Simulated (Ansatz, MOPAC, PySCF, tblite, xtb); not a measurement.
Energy landscape of H2P, doublet: map of symmetric stretch and bend. Scanned: P-H bond length and H-P-H angle.

Methods: GFN2-xTB, 300 K electronic temperature (tblite); UHF/cc-pVDZ (PySCF); r2SCAN = unrestricted r2SCAN/cc-pVDZ in PySCF; M06-2X = unrestricted M06-2X/cc-pVDZ (PySCF 2.14.0); UKS-PBE/cc-pVDZ = unrestricted PBE/cc-pVDZ (Ansatz, a first-principles code); MP2 on UHF/cc-pVDZ, 5 core orbitals frozen (PySCF); CCSD on UHF/cc-pVDZ, 5 core orbitals frozen (PySCF); CCSD(T) on UHF/cc-pVDZ, 5 core orbitals frozen (PySCF); PM3, unrestricted, heats of formation (MOPAC); AM1, unrestricted, heats of formation (MOPAC); GFN1-xTB (xtb); UKS-B3LYP/6-31G* = unrestricted B3LYP/6-31G*, spherical d in PySCF; UHF/6-31G* = unrestricted Hartree-Fock/6-31G*, spherical d run with PySCF 2.14.0; UMP2/6-31G* = unrestricted MP2 (frozen core)/6-31G*, spherical d (PySCF); UMP2/3-21G = PySCF with unrestricted MP2 (frozen core)/3-21G.

Energies in kJ/mol at chosen points (x: P-H bond length (Å); y: H-P-H angle (°)), relative to x = 1.42, y = 90:

| method | (1.42, 180) | (1.21, 170) | (1.77, 90) | (1.85, 110) | (1.56, 120) | (1.21, 100) | (1.77, 70) |
|---|---|---|---|---|---|---|---|
| GFN2-xTB | 280.4 | 293.8 | 129.9 | 183.0 | 78.7 | 95.2 | 153.0 |
| UHF | 330.1 | 421.5 | 158.6 | 233.6 | 84.7 | 139.1 | 185.8 |
| r2SCAN | 292.9 | 383.1 | 129.4 | 199.5 | 75.1 | 150.0 | 147.9 |
| M06-2X | 305.8 | 388.2 | 140.2 | 212.9 | 78.5 | 143.3 | 159.8 |
| UKS-PBE/cc-pVDZ | 288.7 | 387.3 | 112.8 | 178.4 | 66.7 | 160.0 | 130.1 |
| MP2 | 336.3 | 403.3 | 148.1 | 230.8 | 81.8 | 143.7 | 170.8 |
| CCSD | 321.0 | 407.0 | 132.7 | 201.4 | 76.4 | 148.0 | 152.2 |
| CCSD(T) | 318.8 | 406.9 | 129.2 | 196.5 | 75.3 | 149.1 | 147.6 |
| PM3 | 282.2 | 167.9 | 170.4 | 245.1 | 64.1 | 7.5 | 187.8 |
| AM1 | 334.6 | 246.5 | 228.2 | 305.2 | 85.6 | 45.6 | 244.0 |
| GFN1-xTB | 388.7 | 382.3 | 143.0 | 216.2 | 84.9 | 102.5 | 164.8 |
| UKS-B3LYP/6-31G* | 314.4 | 398.2 | 133.9 | 202.8 | 78.5 | 141.9 | 155.0 |
| UHF/6-31G* | 338.0 | 423.5 | 173.2 | 247.2 | 94.2 | 125.4 | 200.2 |
| UMP2/6-31G* | 342.3 | 410.0 | 153.4 | 236.2 | 84.8 | 135.6 | 178.6 |
| UMP2/3-21G | 301.6 | 390.0 | 112.6 | 191.7 | 65.3 | 149.1 | 140.9 |
